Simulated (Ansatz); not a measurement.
**BH₄− (singlet): wave-function methods side by side at distance B1–H5 = 1.239 Å, aug-cc-pVTZ**

One table from this session's results is given with a row withheld; the runs are named, their logs left out.

Method: aug-cc-pVTZ, core rule «outside noble gas», up to 1 orbitals frozen; program: Ansatz 0.2.0, Gaussian basis.

Plan: UHF; CCSD(T) on RHF; BCCD(T) on RHF; CCSDT(Q) on RHF; CASSCF and NEVPT2, 8 electrons in 8 orbitals.

3 further runs of the same task are left out: 2 for a known fault of the program, 1 set aside as unsound or not needed. Runs told in other sessions of the task aren't counted.

## The system

The geometry derives from a PBE0/def2-TZVPD stationary point (not a proven minimum). One bond is set to the value named and the two fragments are kept rigid.

5 atoms, charge -1, spin multiplicity 1.

Atoms are counted from 1 here; the program's logs count them from 0.

Bond lengths: B1–H2 1.239 Å, B1–H3 1.239 Å, B1–H4 1.239 Å, B1–H5 1.239 Å. Angles: H2–B1–H3 109.5°, H2–B1–H4 109.5°, H2–B1–H5 109.5°, H3–B1–H4 109.5°, H3–B1–H5 109.5°, H4–B1–H5 109.5°.

Set-up of the first run:

in.yaml reads:

```yaml
crystal:
  periodic: [false, false, false]
  atoms:
    - {symbol: B, position_ang: [0.000000, 0.000000, 0.000000]}
    - {symbol: H, position_ang: [0.714366, 0.716202, 0.715897]}
    - {symbol: H, position_ang: [-0.719283, -0.712099, 0.715066]}
    - {symbol: H, position_ang: [-0.711684, 0.714767, -0.719991]}
    - {symbol: H, position_ang: [0.716601, -0.718870, -0.710973]}
basis:
  gaussian: {orbitals: aug-cc-pVTZ}
total_charge: -1
magnetization: {spin_polarized: true, initial_magnetization: 0}
hamiltonian: {xc: hf}
output: {orbitals: {seedname: orbitals}}
```

The run is started by

```sh
ansatz run in.yaml --threads 1 --pin off --events-out ev --progress --plain --max-ram 2816MiB --backend cpu
```

Steps of the session up to this table: UHF; CCSD(T) on RHF; BCCD(T) on RHF; CCSDT(Q) on RHF; CASSCF and NEVPT2, 8 electrons in 8 orbitals.

One table of the session follows, with a row left open; its other results are not shown here.

| method | from RCCSDT(Q) (meV) |
| --- | --- |
| RHF | +5432.8 |
| RMP2 | +833.5 |
| RCCSD | ? |
| RCCSD(T) | +21.1 |
| BCCD(T) | +20.4 |
| RCCSDT | +4.1 |
| RCCSDT(Q) | 0 |
| CASSCF valence | +3758.8 |
| NEVPT2 valence | +1049.4 |

Estimate the missing values for RCCSD.

As computed: from RCCSDT(Q) (meV): +180.9. In the column «from RCCSDT(Q) (meV)» it lies between RCCSD(T) (+21.1) and RMP2 (+833.5).
